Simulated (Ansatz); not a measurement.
## Nudged elastic band run: H5NP

input.yaml

```yaml
crystal:
  periodic: [false, false, false]
  atoms:
    - { symbol: H, position_ang: [0.00994, -1.162892, 1.073868] }
    - { symbol: P, position_ang: [0.674114, 1.680026, 0.115028] }
    - { symbol: "N", position_ang: [-0.753941, -1.322698, 0.408673] }
    - { symbol: H, position_ang: [1.80728, 0.940584, -0.394253] }
    - { symbol: H, position_ang: [0.056608, 1.680258, -1.191584] }
    - { symbol: H, position_ang: [-1.428897, -0.559709, 0.5256] }
    - { symbol: H, position_ang: [-0.365105, -1.25557, -0.537333] }
magnetization:
  spin_polarized: true
  initial_magnetization: 1
basis:
  gaussian: { orbitals: def2-SVPD }
hamiltonian:
  xc: pbe
neb:
  order_check: false
  images: 7
  f_tol: 0.05
  max_iterations: 60
  spring: 20.0
  final_atoms:
    - { symbol: H, position_ang: [0.22828148, -1.34750423, 0.67764239] }
    - { symbol: P, position_ang: [0.42625176, 1.75759276, -0.05140764] }
    - { symbol: "N", position_ang: [-0.76391561, -1.3109722, 0.42376243] }
    - { symbol: H, position_ang: [1.72012122, 1.13089054, 0.09180173] }
    - { symbol: H, position_ang: [0.38549087, 1.41242457, -1.45374901] }
    - { symbol: H, position_ang: [-1.17550766, -0.49997276, 0.89743322] }
    - { symbol: H, position_ang: [-0.82072307, -1.14245967, -0.58548411] }
  initial_path:
    images:
      - { positions_ang: [[0.00994, -1.162892, 1.073868], [0.674114, 1.680026, 0.115028], [-0.753941, -1.322698, 0.408673], [1.80728, 0.940584, -0.394253], [0.056608, 1.680258, -1.191584], [-1.428897, -0.559709, 0.5256], [-0.365105, -1.25557, -0.537333]] }
      - { positions_ang: [[-0.00609849, -0.89854679, 0.87449938], [0.65551427, 1.65626211, 0.11259267], [-0.70444326, -1.32689668, 0.38414047], [1.8257526, 0.96625755, -0.28655998], [0.15430694, 1.63268791, -1.21349392], [-1.37303891, -0.74307668, 0.66660507], [-0.55199415, -1.28668842, -0.5377847]] }
      - { positions_ang: [[-0.02213697, -0.63420159, 0.67513076], [0.63691455, 1.63249823, 0.11015734], [-0.65494552, -1.33109537, 0.35960793], [1.84422519, 0.9919311, -0.17886695], [0.25200588, 1.58511782, -1.23540383], [-1.31718083, -0.92644435, 0.80761014], [-0.73888331, -1.31780684, -0.5382364]] }
      - { positions_ang: [[-0.03817546, -0.36985638, 0.47576214], [0.61831482, 1.60873434, 0.10772202], [-0.60544778, -1.33529405, 0.3350754], [1.86269779, 1.01760464, -0.07117393], [0.34970482, 1.53754773, -1.25731375], [-1.26132274, -1.10981203, 0.94861521], [-0.92577246, -1.34892525, -0.53868809]] }
      - { positions_ang: [[-0.05421394, -0.10551117, 0.27639352], [0.59971509, 1.58497045, 0.10528669], [-0.55595003, -1.33949274, 0.31054287], [1.88117039, 1.04327819, 0.03651909], [0.44740376, 1.48997764, -1.27922366], [-1.20546465, -1.2931797, 1.08962029], [-1.11266161, -1.38004367, -0.53913979]] }
      - { positions_ang: [[0.01640991, -0.41600944, 0.37670574], [0.55634926, 1.62812603, 0.06611311], [-0.60794143, -1.3323626, 0.33884776], [1.8409081, 1.06518128, 0.05033975], [0.43192554, 1.47058937, -1.322855], [-1.1979754, -1.09487797, 1.04157352], [-1.03967698, -1.32064767, -0.55072587]] }
      - { positions_ang: [[0.08703377, -0.7265077, 0.47701795], [0.51298343, 1.6712816, 0.02693952], [-0.65993282, -1.32523247, 0.36715265], [1.80064581, 1.08708436, 0.06416041], [0.41644732, 1.4512011, -1.36648634], [-1.19048616, -0.89657623, 0.99352675], [-0.96669234, -1.26125167, -0.56231195]] }
      - { positions_ang: [[0.15765762, -1.03700596, 0.57733017], [0.4696176, 1.71443718, -0.01223406], [-0.71192421, -1.31810233, 0.39545754], [1.76038352, 1.10898745, 0.07798107], [0.40096909, 1.43181283, -1.41011768], [-1.18299691, -0.6982745, 0.94547999], [-0.8937077, -1.20185567, -0.57389803]] }
      - { positions_ang: [[0.22828148, -1.34750423, 0.67764239], [0.42625176, 1.75759276, -0.05140764], [-0.76391561, -1.3109722, 0.42376243], [1.72012122, 1.13089054, 0.09180173], [0.38549087, 1.41242457, -1.45374901], [-1.17550766, -0.49997276, 0.89743322], [-0.82072307, -1.14245967, -0.58548411]] }
```

Command:

```bash
$ ansatz run input.yaml --threads 2 --pin off --max-ram 3072MiB --backend cpu --events-out ev --progress --plain --runs-dir out
```

Output, in part (warnings, iteration lines, the closing report on the highest movable image, with atoms numbered from 0):

```
NEB end point (image 0): max|allowed force component| = 2.370e-2 eV/Å (the criterion of neb.relax_end_points is 1.000e-2)
NEB end point (image 8): max|allowed force component| = 2.735e-3 eV/Å (the criterion of neb.relax_end_points is 1.000e-2)
NEB iter   1: max|band force component| = 7.593e0 eV/Å  barrier→ = 1.2431 eV  barrier← = 1.2468 eV  Δτ_max = 0.2000 Å  (284 SCF iters)
NEB iter   2: max|band force component| = 2.511e0 eV/Å  barrier→ = 0.4957 eV  barrier← = 0.4993 eV  Δτ_max = 0.2000 Å  (231 SCF iters)
NEB iter   3: max|band force component| = 7.322e0 eV/Å  barrier→ = 0.5979 eV  barrier← = 0.6015 eV  Δτ_max = 0.1001 Å  (217 SCF iters)
NEB iter   4: max|band force component| = 4.399e-1 eV/Å  barrier→ = 0.1041 eV  barrier← = 0.1078 eV  CI = image 4  Δτ_max = 0.2000 Å  (216 SCF iters)
NEB iter   5: max|band force component| = 1.194e0 eV/Å  barrier→ = 0.0768 eV  barrier← = 0.0804 eV  CI = image 3  Δτ_max = 0.2000 Å  (219 SCF iters)
NEB iter   6: max|band force component| = 6.553e-1 eV/Å  barrier→ = 0.0650 eV  barrier← = 0.0687 eV  CI = image 3  Δτ_max = 0.1999 Å  (207 SCF iters)
NEB iter   7: max|band force component| = 3.784e-1 eV/Å  barrier→ = 0.0371 eV  barrier← = 0.0407 eV  CI = image 3  Δτ_max = 0.1955 Å  (211 SCF iters)
NEB iter   8: max|band force component| = 9.142e-1 eV/Å  barrier→ = 0.0199 eV  barrier← = 0.0235 eV  CI = image 5  Δτ_max = 0.2000 Å  (214 SCF iters)
NEB iter   9: max|band force component| = 3.133e-1 eV/Å  barrier→ = 0.0118 eV  barrier← = 0.0154 eV  CI = image 5  Δτ_max = 0.2000 Å  (209 SCF iters)
NEB iter  10: max|band force component| = 1.268e0 eV/Å  barrier→ = 0.0053 eV  barrier← = 0.0089 eV  CI = image 4  Δτ_max = 0.1948 Å  (209 SCF iters)
NEB iter  11: max|band force component| = 1.895e-1 eV/Å  barrier→ = 0.0022 eV  barrier← = 0.0059 eV  CI = image 4  Δτ_max = 0.0527 Å  (214 SCF iters)
NEB iter  12: max|band force component| = 3.694e-1 eV/Å  barrier→ = -0.0004 eV  barrier← = 0.0033 eV  CI = image 1  Δτ_max = 0.0920 Å  (210 SCF iters)
NEB iter  13: max|band force component| = 1.296e-1 eV/Å  barrier→ = -0.0003 eV  barrier← = 0.0034 eV  CI = image 2  Δτ_max = 0.0513 Å  (207 SCF iters)
NEB iter  14: max|band force component| = 3.426e-1 eV/Å  barrier→ = -0.0002 eV  barrier← = 0.0034 eV  CI = image 1  Δτ_max = 0.0237 Å  (212 SCF iters)
NEB iter  15: max|band force component| = 2.584e-2 eV/Å  barrier→ = -0.0002 eV  barrier← = 0.0035 eV  CI = image 1  Δτ_max = 0.0000 Å  (422 SCF iters)
Total energy: -10848.73878916 eV, -398.6837969624 hartree
Atom 0 at     0.026657    -1.216474     1.057949 Å, force     0.004282     0.002888     0.001285 eV/Å
Atom 1 at     0.648014     1.695288     0.110597 Å, force    -0.001148    -0.004243    -0.000771 eV/Å
Atom 2 at    -0.750899    -1.326401     0.399836 Å, force    -0.006157    -0.004481    -0.002104 eV/Å
Atom 3 at     1.790667     0.951034    -0.367153 Å, force     0.002641    -0.000189     0.002766 eV/Å
Atom 4 at     0.057341     1.679436    -1.207986 Å, force    -0.002765     0.001725    -0.001892 eV/Å
Atom 5 at    -1.397771    -0.547022     0.555374 Å, force     0.000155     0.003661     0.002867 eV/Å
Atom 6 at    -0.374009    -1.235862    -0.548618 Å, force     0.002994     0.000639    -0.002151 eV/Å
Dipole moment:     0.092073     0.072599    -0.106968 e Å
```

The forces met the threshold. The highest image is an end point: on this band no image between the ends rises above it.

Final band:

```
image  path coordinate (Å)  energy (kcal/mol)
    0                 0.00                0.0
    1                 0.09                0.0
    2                 0.24                0.0
    3                 0.40                0.0
    4                 0.55                0.0
    5                 0.71               -0.1
    6                 0.87               -0.1
    7                 1.02               -0.1
    8                 1.18               -0.1
```

Time of the run: 54 s on 2 threads of AMD EPYC 9R45 96-Core Processor (Zen 5) (shared host), peak memory 0.17 GiB.
